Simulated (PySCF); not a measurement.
Computed with PBE-D3(BJ)/def2-TZVP // B3LYP-D3(BJ)/def2-TZVP (PySCF). All species are isolated molecules in the gas phase. Delta-SCF ions had no search for a lower state. Excitations are Tamm–Dancoff values on a coarser integration grid. The basis has no diffuse functions, so Rydberg states are missing or too high.

Reference species (SMILES): `C=O` (neutral, multiplicity 1).

vertical ionisation energy (Delta-SCF): 10.72 eV
S1 oscillator strength: 0.000
S1 excitation (TDA): 3.93 eV

Changed species: `O=[CH][GeH3]` (X = germyl; the reference has X = H).

### Question
Give the shifts of the vertical ionisation energy (Delta-SCF), S1 oscillator strength and S1 excitation (TDA).

### Answer
the vertical ionisation energy (Delta-SCF) falls by 1.46 eV, to 9.26 eV; the S1 oscillator strength is nearly the same; the S1 excitation (TDA) falls by 0.62 eV, to 3.31 eV.
